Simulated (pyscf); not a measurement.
## Elimination: HS–Ga(Cl)–Cl (SMILES [SH][Ga]([Cl])[Cl]) -> S=Ga–Cl (SMILES [S]=[Ga][Cl]) + HCl (SMILES Cl)

Gas phase, singlet surface, charge 0. Bonds broken: S1–H5, Ga2–Cl3. Bonds formed: Cl3–H5. Optimised with ωB97X-D3(BJ)/def2-SVP in PySCF. Correlated levels are frozen-core, on RHF or UHF. ΔMP2 is the change of the MP2 total energy from the triple- to the quadruple-zeta basis.

Transition state (Å):

```xyz
5

S      1.9183     1.1819     0.1180
Ga     0.4265     0.6011    -1.1706
Cl    -0.7245    -0.5546     0.7881
Cl    -0.7868     0.2844    -2.8579
H      0.4746     0.0985     1.0487
```

One imaginary mode, 259i cm⁻¹; descent along it reached the two sides named, in the forms told below.

```tsv
bond	change	reactant side (Å)	saddle	product side
S1–H5	breaks	1.349	2.031	2.556
Ga2–Cl3	breaks	2.128	2.549	3.0
Cl3–H5	forms	3.4	1.390	1.301
```

Electronic energies relative to the reactant's lowest minimum found (kcal/mol):

| level | barrier | reaction energy | reverse barrier |
|---|---|---|---|
| ωB97X-D3(BJ)/def2-TZVP | 48.6 | +54.4 | -5.7 |
| PBE/def2-TZVP | 38.5 | +45.4 | -6.8 |
| r²SCAN/def2-TZVP | 42.9 | +50.3 | -7.4 |
| B3LYP-D3(BJ)/def2-TZVP | 43.6 | +48.1 | -4.5 |
| PBE0-D3(BJ)/def2-TZVP | 43.6 | +51.0 | -7.4 |
| M06-2X/def2-TZVP | 47.7 | +53.2 | -5.6 |
| ωB97M-D3(BJ)/def2-TZVP | 46.2 | +50.1 | -3.9 |
| HF/def2-TZVP | 58.8 | +52.8 | 6.0 |
| MP2/def2-QZVPP | 44.5 | +49.5 | -5.0 |
| CCSD/def2-TZVPP | 49.1 | +50.2 | -1.1 |
| CCSD(T)/def2-TZVPP | 46.4 | +49.2 | -2.8 |
| CCSD(T)/def2-TZVPP + ΔMP2(QZVPP) | 45.8 | +48.8 | -3.0 |

With CCSD(T)/def2-TZVPP + ΔMP2(QZVPP) energies and thermal terms (ideal gas, 1 atm, RRHO with modes under 100 cm⁻¹ raised to 100, one conformer, R ln 2 for rigid chiral ones), in kcal/mol:

| T (K) | ΔH‡ | ΔG‡ | ΔH | ΔG |
|---|---|---|---|---|
| 298 | 43.9 | 44.6 | +47.9 | +39.7 |
| 600 | 43.3 | 45.5 | +47.6 | +31.4 |
| 900 | 42.8 | 46.7 | +47.1 | +23.4 |
| 1200 | 42.4 | 48.1 | +46.6 | +15.6 |

On the product side the descent ends in a complex, 7.7 kcal/mol under the separated species and 2.0 kcal/mol under the saddle at ωB97X-D3(BJ)/def2-TZVP. At ωB97X-D3(BJ), PBE, r²SCAN, B3LYP-D3(BJ), PBE0-D3(BJ), M06-2X, ωB97M-D3(BJ), MP2, CCSD, CCSD(T), CCSD(T) the saddle lies under the separated products, which points to a path from their complex (located at ωB97X-D3(BJ) alone), and parting the products costs more than the saddle. This is the saddle that the search found; another between the same sides may lie lower. The CCSD(T) − MP2 part came from Ansatz, without density fitting, on the same reference. The frozen core leaves the outer d or s,p core shells of the metals and heavy elements correlated in the MP2 and CC values, and def2-TZVPP describes them poorly, which can shift differences by a few kcal/mol. Elements up to Kr have no core potential and no relativistic terms here.
